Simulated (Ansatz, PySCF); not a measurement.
# How the smallest direct gap on the k points sampled of diamond moves with the method

No measured value is used here.

| level (code) | value (eV) |
|---|---|
| LDA (Ansatz) | 5.54 |
| PBE (Ansatz) | 5.60 |
| B3LYP (VWN-RPA form) (Ansatz) | 7.43 |
| Hartree–Fock (Ansatz) | 14.76 |
| G0W0@Hartree–Fock (PySCF) | 9.34 ± 0.07 |

At these levels the smallest gap is indirect and lower: LDA 4.10, PBE 4.14, B3LYP (VWN-RPA form) 5.98, Hartree–Fock 12.56, G0W0@Hartree–Fock 7.17 eV. Computed values are for a static lattice.  A ± on a computed value is a rough bar: the spread of its extrapolation, a floor set from checks against published values, or a statistical error. Values are at the measured cell. Cutoffs and k meshes differ between the levels. Ansatz's density-functional and Hartree–Fock values are scalar-relativistic unless marked +SOC, with PAW data made under PBE.

Ansatz is an electronic-structure program.
